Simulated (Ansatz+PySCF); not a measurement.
Results of a calculation; reference values are marked as such.
Input for Ansatz (development build ahead of 0.2.0):

```yaml
crystal:
  periodic: [false, false, false]
  atoms:
    - { symbol: O, position_ang: [0.0, 0.0, -0.1262] }
    - { symbol: H, position_ang: [0.0, 0.88604, 0.50479] }
    - { symbol: H, position_ang: [0.0, -0.88604, 0.50479] }
basis:
  gaussian: { orbitals: def2-SVP }
total_charge: 1
magnetization:
  initial_magnetization: 1
hamiltonian:
  xc: hf
correlation:
  method: ccsd_t
  frozen_orbitals: { H: 0, O: 1 }
```

The input is written out in the form of the current development build from the run's settings. Correlation on restricted open-shell orbitals is semicanonical, with singles.

Results

| Item | Value |
| --- | --- |
| Converged | yes |
| Reference energy | -75.54538 hartree |
| CCSD correlation energy | -0.17949 hartree |
| Triples correction | -0.00252 hartree |
| Total energy | -75.72740 hartree |
| Spin squared of the determinant | 0.750 |
| Stability test | minimum among restricted orbitals |
| Largest doubles amplitude | 0.04 |
| Occupied orbitals by symmetry in an Abelian subgroup (alpha; beta) | 3 A1 1 B1 1 B2; 3 A1 1 B2 |
